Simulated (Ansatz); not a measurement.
`[Na][Cl]` + H₂S → `[Na][SH]` + HCl at 600 K and 1 bar (ligand exchange at the Na–Cl bond).

Calculated with Ansatz (gas phase, PBE0-D4/def2-TZVP geometries, no zero-point term in ΔE). CBS: MP2 limit from def2 TZ/QZ plus the TZ coupled-cluster correction, frozen cores. This one scheme is used for every species. For Na outer-core shells are correlated without core-valence functions, which leaves a few kJ/mol of doubt a bond.

| species | CCSD(T)/CBS energy (Eh) | H − E (kJ/mol) | S (J/(mol·K)) |
| --- | --- | --- | --- |
| `[Na][Cl]` | -621.93905 | 22.8 | 255.0 |
| H₂S | -398.97279 | 60.8 | 230.9 |
| `[Na][SH]` | -560.50072 | 46.7 | 289.8 |
| HCl | -460.38127 | 35.4 | 207.2 |

H − E and S are ideal-gas, rigid-rotor, harmonic terms from PBE0-D4/def2-TZVP. 1 Eh = 2625.50 kJ/mol, R = 8.31446 J/(mol·K).

Q: By hand: ΔE, ΔH, ΔS and ΔG.

A: ΔE = (-560.50072) + (-460.38127) − (-621.93905) − (-398.97279) = 0.02985 Eh = 78.4 kJ/mol. Δ(H − E) = 46.7 + 35.4 − 22.8 − 60.8 = -1.5, so ΔH = 76.9 kJ/mol. ΔS = 289.8 + 207.2 − 255.0 − 230.9 = 11.1 J/(mol·K). ΔG = 76.9 − 600 × (11.1)/1000 = 70.2 kJ/mol.

Q: By hand: the equilibrium constant, and the temperature at which ΔG would vanish if ΔH and ΔS stayed fixed.

A: log₁₀ K = −ΔG/(RT ln 10) = -6.1. ΔG = 0 at ΔH/ΔS = 6928 K, far beyond where these terms or the molecules hold.

The number of gas molecules stays the same, so ΔS is small and ΔH decides. A doubt of 5 kJ/mol in ΔE shifts log₁₀ K by 0.4 here. These are equilibria of isolated gas molecules and say nothing of rates. Largest T1 diagnostic: 0.009 (customary marks: 0.02 for closed shells, 0.045 for open ones).
